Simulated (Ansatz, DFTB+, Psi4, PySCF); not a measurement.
Gas-phase reaction in SMILES: C=CC#N + 6 [H][H] (H2) → 3 C (CH4) + N (NH3)

Quantity: energy of full hydrogenation (enthalpy at 298 K), in kcal/mol. Terms: non-relativistic; 6-311+G** with 5d; dispersion terms only where a functional's name holds one; 6-31G* and kin with 6d, 5d where marked; spin-orbit terms left out; SCC-DFTB with the Slater-Koster set that CP2K ships; valence correlation only. Ab initio and DFT and DFTB rows: single points at B3LYP-D3(BJ) geometries (Ansatz, a program for electronic structure), with unscaled harmonic terms from B3LYP/6-31G* at its own minima. The Hartree-Fock reference of C=CC#N is unstable towards a lower, spin-broken solution.

Measured values: Active Thermochemical Tables 1.112 (ions: stationary electron), as tabulated in the package chemicals; G2/97 table in ASE (Curtiss et al.); they hold spin-orbit and core effects, anharmonicity. 

Value to compare with, the measured value: -107.5 kcal/mol.

```json
[
 {"level": "SCC-DFTB", "program": "DFTB+", "energy of full hydrogenation (enthalpy at 298 K) (kcal/mol)": "-283.3", "error": "-175.8"},
 {"level": "HF/STO-3G", "program": "Ansatz", "energy of full hydrogenation (enthalpy at 298 K) (kcal/mol)": "-163.5", "error": "-56.0"},
 {"level": "PBE/def2-SVP", "program": "Ansatz", "energy of full hydrogenation (enthalpy at 298 K) (kcal/mol)": "-113.4", "error": "-5.9"},
 {"level": "PBE/6-311+G**", "program": "Ansatz", "energy of full hydrogenation (enthalpy at 298 K) (kcal/mol)": "-112.9", "error": "-5.4"},
 {"level": "B3LYP/6-31G", "program": "Ansatz", "energy of full hydrogenation (enthalpy at 298 K) (kcal/mol)": "-111.0", "error": "-3.5"},
 {"level": "M06-2X/6-311+G**", "program": "PySCF", "energy of full hydrogenation (enthalpy at 298 K) (kcal/mol)": "-109.2", "error": "-1.7"},
 {"level": "wB97X-D/6-31G*", "program": "Psi4", "energy of full hydrogenation (enthalpy at 298 K) (kcal/mol)": "-119.3", "error": "-11.8"},
 {"level": "MP2/STO-3G", "program": "Ansatz", "energy of full hydrogenation (enthalpy at 298 K) (kcal/mol)": "-82.6", "error": "24.9"},
 {"level": "MP2/6-31G*", "program": "Ansatz", "energy of full hydrogenation (enthalpy at 298 K) (kcal/mol)": "-89.4", "error": "18.1"},
 {"level": "B3LYP/def2-TZVPD", "program": "Ansatz", "energy of full hydrogenation (enthalpy at 298 K) (kcal/mol)": "-107.8", "error": "-0.3"},
 {"level": "PBE0/def2-TZVPD", "program": "Ansatz", "energy of full hydrogenation (enthalpy at 298 K) (kcal/mol)": "-122.1", "error": "-14.6"}
]
```

Among the 9 habitual levels, SCC-DFTB lies farthest from the measured value (-175.8 kcal/mol) and M06-2X/6-311+G** nearest (-1.7); 2 of 9 lie above it, and their mean absolute error is 33.7 kcal/mol, the median 11.8. One case shows no general order.

The levels are drawn from those run, B3LYP/6-31G* more often than the rest, none by its result; runs whose electronic state is in doubt are left out.
